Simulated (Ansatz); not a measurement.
Lattice parameter a (Å) of solids drawn from the class of elemental solids other than molecular ones, at two levels: PBE (Ansatz, a first-principles code, PAW), and r²SCAN+rVV10 in Ansatz (PAW).

```tsv
solid	PBE	r²SCAN+rVV10	shift (%)
fcc Ni	3.519	3.465	-1.53
grey tin (α-Sn)	6.655	6.532	-1.85
diamond-structure Si	5.470	5.436	-0.62
bcc Cs	6.162	6.169	+0.11
diamond-structure Ge	5.761	5.655	-1.84
bcc Rb	5.670	5.683	+0.23
bcc Fe	2.831	2.855	+0.85
bcc Ta	3.319	3.295	-0.72
fcc Ag	4.147	4.076	-1.71
fcc Ir	3.871	3.833	-0.98
```

The shifts run from -1.85 % to +0.85 %, with a median of -0.85 %.

Of 10 rows, r²SCAN+rVV10 is the larger in 3 and the smaller in 7.

Ansatz's runs of these crystals have no spin polarisation, but for fcc Ni, bcc Fe. Meta-GGAs and exact exchange favour moments, which can bear on fcc Ni, bcc Fe.

Density-functional runs with spin start from parallel moments for fcc Ni, parallel moments for bcc Fe.

Spin–orbit coupling is left out, also for the solids with elements from indium on (grey tin (α-Sn), bcc Cs, bcc Ta, fcc Ir); its size isn't shown.

Caveats: the gap of the solid is closed in this run (PBE: diamond-structure Ge). Ansatz's density-functional and Hartree–Fock values are scalar-relativistic unless marked +SOC, with PAW data made under PBE.
